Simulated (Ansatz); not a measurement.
**The cluster Cu₂Cl₂: geometry, orbitals and charge**

Aim: characterise the cluster Cu₂Cl₂ as a singlet: its structure, frontier levels and distribution of charge.

The runs use Ansatz 0.2.0, Gaussian basis; RKS PBE0-D4/def2-TZVP.

Levels to be run: relaxation at r2SCAN-D4/def2-SVP; a single point at PBE0-D4/def2-TZVP.

3 further runs of the same task are left out: 3 set aside as unsound or not needed. Runs told in other sessions of the task aren't counted.

## Step 1: The system as given

4 atoms, charge 0, spin multiplicity 1.

Atoms are counted from 1 here; the program's logs count them from 0.

Bond lengths: Cu1–Cl3 2.231 Å, Cu1–Cl4 2.229 Å, Cu2–Cl3 2.233 Å, Cu2–Cl4 2.231 Å. Angles: Cl3–Cu1–Cl4 104.6°, Cl3–Cu2–Cl4 104.5°, Cu1–Cl3–Cu2 75.4°, Cu1–Cl4–Cu2 75.5°.

Coordinates:

```
Cu   -1.0623   -0.7581   -0.3975
Cu    1.0627    0.7589    0.3996
Cl   -0.2580    1.0805   -1.3720
Cl    0.2576   -1.0813    1.3700
```

No spin-orbit coupling is included.

The start is a GFN2-xTB geometry.

## Step 2: Relaxation at r2SCAN-D4/def2-SVP

in.yaml

```yaml
crystal:
  periodic: [false, false, false]
  atoms:
    - {symbol: Cu, position_ang: [-1.062270, -0.758070, -0.397510]}
    - {symbol: Cu, position_ang: [1.062660, 0.758880, 0.399580]}
    - {symbol: Cl, position_ang: [-0.257990, 1.080500, -1.372040]}
    - {symbol: Cl, position_ang: [0.257590, -1.081300, 1.369970]}
basis:
  gaussian: {orbitals: def2-SVP}
hamiltonian: {xc: r2scan, dispersion: d4}
scf: {lower_state_search: "off"}
output: {orbitals: {seedname: orbitals}}
relax: {f_tol: 0.02, max_steps: 100}
```

The run is started by

```
$ ansatz run in.yaml --threads 4 --pin off --events-out ev --progress --plain --max-ram 4787MiB
```

Further steps of the session: Single point, PBE0-D4/def2-TZVP.

Before running them: what should the planned runs give, taken together? Wanted: point group; commonest bond; HOMO, LUMO at PBE0-D4/def2-TZVP; dipole at r2SCAN-D4/def2-SVP.

The runs gave:

```
                       quantity                            value
                    point group                              D2h
                 commonest bond  Cl–Cu, 4 of mean length 2.263 Å
HOMO, LUMO at PBE0-D4/def2-TZVP                  -7.17, -1.94 eV
   dipole at r2SCAN-D4/def2-SVP                           0.00 D
```

**Reading.** The molecule keeps its bonding pattern by the stored test; the atoms moved 0.21 Å (rms), and the angle Cl3–Cu2–Cl4 went from 105° to 120°. No usable vibrations, so a minimum isn't proven. The HOMO lies nearest to Cu1, Cu2 about 40 % each; Cl3, Cl4 about 10 % each and the LUMO to Cu1, Cu2 about 39 % each; Cl3, Cl4 about 11 % each. Whether this spin is the lowest isn't tested here.
